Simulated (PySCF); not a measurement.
## Bond curve of SiF⁺

Set-up: basis Si def2-TZVP, F def2-TZVP; no relativity; PySCF 2.14. Energies in eV from Si⁺ + F in their ground configurations at the same level. State: ¹Σ⁺ (singlet), closed shell.

All columns are PBE0. A positive dipole points towards F; it is taken about the centre of mass and depends on that origin.

```json
{"R (Å)": "1.324", "E (eV)": "-5.140", "μ (D)": "-2.24", "Mulliken charge on Si (basis-dependent)": "0.98", "HOMO (eV)": "-17.43", "LUMO (eV)": "-9.24", "Mayer bond order": "1.66", "⟨S²⟩": "0.00"}
{"R (Å)": "1.386", "E (eV)": "-6.023", "μ (D)": "-2.57", "Mulliken charge on Si (basis-dependent)": "1.01", "HOMO (eV)": "-17.56", "LUMO (eV)": "-9.44", "Mayer bond order": "1.61", "⟨S²⟩": "0.00"}
{"R (Å)": "1.448", "E (eV)": "-6.503", "μ (D)": "-2.91", "Mulliken charge on Si (basis-dependent)": "1.04", "HOMO (eV)": "-17.68", "LUMO (eV)": "-9.64", "Mayer bond order": "1.55", "⟨S²⟩": "0.00"}
{"R (Å)": "1.494", "E (eV)": "-6.670", "μ (D)": "-3.18", "Mulliken charge on Si (basis-dependent)": "1.07", "HOMO (eV)": "-17.76", "LUMO (eV)": "-9.78", "Mayer bond order": "1.51", "⟨S²⟩": "0.00"}
{"R (Å)": "1.540", "E (eV)": "-6.714", "μ (D)": "-3.46", "Mulliken charge on Si (basis-dependent)": "1.09", "HOMO (eV)": "-17.84", "LUMO (eV)": "-9.91", "Mayer bond order": "1.47", "⟨S²⟩": "0.00"}
{"R (Å)": "1.586", "E (eV)": "-6.663", "μ (D)": "-3.74", "Mulliken charge on Si (basis-dependent)": "1.12", "HOMO (eV)": "-17.91", "LUMO (eV)": "-10.05", "Mayer bond order": "1.43", "⟨S²⟩": "0.00"}
{"R (Å)": "1.648", "E (eV)": "-6.488", "μ (D)": "-4.12", "Mulliken charge on Si (basis-dependent)": "1.15", "HOMO (eV)": "-17.97", "LUMO (eV)": "-10.22", "Mayer bond order": "1.38", "⟨S²⟩": "0.00"}
{"R (Å)": "1.725", "E (eV)": "-6.149", "μ (D)": "-4.60", "Mulliken charge on Si (basis-dependent)": "1.19", "HOMO (eV)": "-18.00", "LUMO (eV)": "-10.42", "Mayer bond order": "1.33", "⟨S²⟩": "0.00"}
{"R (Å)": "1.817", "E (eV)": "-5.637", "μ (D)": "-5.17", "Mulliken charge on Si (basis-dependent)": "1.23", "HOMO (eV)": "-17.96", "LUMO (eV)": "-10.65", "Mayer bond order": "1.27", "⟨S²⟩": "0.00"}
{"R (Å)": "1.940", "E (eV)": "-4.872", "μ (D)": "-5.92", "Mulliken charge on Si (basis-dependent)": "1.27", "HOMO (eV)": "-17.70", "LUMO (eV)": "-10.92", "Mayer bond order": "1.21", "⟨S²⟩": "0.00"}
```

A fit through these points gives, at Re = 1.536 Å, μ = -3.43 D and dμ/dR = -6.02 D/Å; the reduced mass is 11.31 u.

Q: How strong is the fundamental in the double-harmonic approximation, I = 42.26·(dμ/dR)²/μred km/mol?

A: I = 42.26·(-6.02)²/11.31 = 135 km/mol at PBE0.

For an ion De counts to the pair picked by the measured ionisation energies or electron affinities, which need not be the lowest pair at this level.
